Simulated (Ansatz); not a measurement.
## Ansatz (development build ahead of 0.2.0) run

```yaml
crystal:
  periodic: [false, false, false]
  atoms:
    - { symbol: O, position_ang: [0.0, 0.0, 0.50925] }
    - { symbol: H, position_ang: [0.0, 0.0, -0.50925] }
basis:
  gaussian: { orbitals: cc-pVDZ }
magnetization:
  spin_polarized: true
  initial_magnetization: 1
hamiltonian:
  xc: hf
correlation:
  method: ccsd_t
  frozen_orbitals: { H: 0, O: 1 }
```

The input is written out in the form of the current development build from the run's settings.

The run gave:

```
Converged                       : yes
Reference energy                : -75.39068 hartree
CCSD correlation energy         : -0.16562 hartree
Triples correction              : -0.00184 hartree
Total energy                    : -75.55814 hartree
Spin squared of the determinant : 0.755
```
